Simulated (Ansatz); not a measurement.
The input, for Ansatz 0.2.0:

```yaml
crystal:
  periodic: [false, false, false]
  atoms:
    - {symbol: Br, position_ang: [-2.347109, 0.369878, 0.000000]}
    - {symbol: H, position_ang: [-0.695109, 0.369878, 0.000000]}
    - {symbol: Si, position_ang: [1.322891, 0.369878, 0.000000]}
    - {symbol: H, position_ang: [1.719326, -1.109635, 0.000000]}
basis:
  gaussian: {orbitals: cc-pVDZ}
magnetization: {spin_polarized: false, initial_magnetization: 1}
correlation: {active_space: {window: {electrons: 3, orbitals: 3}, states: [{multiplicity: 2, weights: [-1, 1]}]}}
scf: {lower_state_search: light}
```

```sh
$ ansatz run in.yaml --threads 1 --pin off --events-out ev --progress --plain --max-ram 2393MiB
```

One thing in this input was set wrong on purpose, beside settings that are merely unusual. What is the gravest fault, and what does the program do?

Impossible set of states or weights. How the run ends: refused.
```
Error: set 0 asks for 2 states and needs as many positive weights; it has [-1.0, 1.0]
```
